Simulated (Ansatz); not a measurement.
Relaxation of H5Si2 (7 atoms, charge 0, multiplicity 2), to a largest force component of 0.02 eV/Å in at most 50 steps.

These are results of UKS LDA/def2-SVP (Ansatz), not measurements.

```xyz
7
Properties=species:S:1:pos:R:3
Si -0.152 -1.412 -0.212
Si 0.344 0.855 -0.073
H -0.060 -2.060 1.067
H -1.532 -1.542 -0.682
H 0.194 1.509 -1.415
H -0.524 1.571 0.910
H 1.791 1.011 0.359
```

Task: Where does it end, and by what steps?

Result: The forces met the threshold. After 4 steps the energy has fallen by 0.100 eV; H4 moved furthest, 0.11 Å.

```tsv
step	energy less start (eV)	largest force component (eV/Å)	accepted
0	0.0000	1.228	yes
1	-0.0855	0.282	yes
2	-0.0993	0.051	yes
3	-0.0999	0.036	yes
4	-0.1005	0.010	yes
```

```xyz
7
Properties=species:S:1:pos:R:3
Si -0.205 -1.360 -0.193
Si 0.359 0.881 -0.064
H 0.003 -2.130 1.088
H -1.587 -1.622 -0.738
H 0.207 1.510 -1.425
H -0.508 1.643 0.912
H 1.794 1.010 0.375
```

Whether the end is a true minimum wasn't checked by a vibrational analysis.

Time of the run: 6.2 s on 1 thread of Arm Neoverse V2, on a shared host, peak memory 0.12 GiB.
